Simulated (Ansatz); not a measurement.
Basis-set extrapolation for `N=C(O)O` (PBE0-D4/def2-TZVP geometry, frozen core, the Gaussian-basis code of Ansatz). Multiplicity 1, RHF reference.

```
                      def2-TZVPP   def2-QZVPP
                 HF  -243.900175  -243.911412
    MP2 correlation    -0.833055    -0.896956
CCSD(T) correlation    -0.876497      not run
```

Energies in hartree. Use E(X) = E(∞) + A·exp(−7.88·√X) for Hartree–Fock and E(X) = E(∞) + B·X^(−2.97) for correlation, with X = 3 and 4, and add CCSD(T) minus MP2 of the smaller set to the MP2 limit.

What is the CCSD(T) energy at the basis-set limit?

HF limit: -243.911412 + (-0.011237) × 0.13774 = -243.91296. MP2 limit: -0.896956 + (-0.063901) × 0.74074 = -0.94429. Higher-order term: -0.876497 − (-0.833055) = -0.04344. Total: -244.90069 hartree, 325.6 kJ/mol below CCSD(T)/def2-TZVPP.
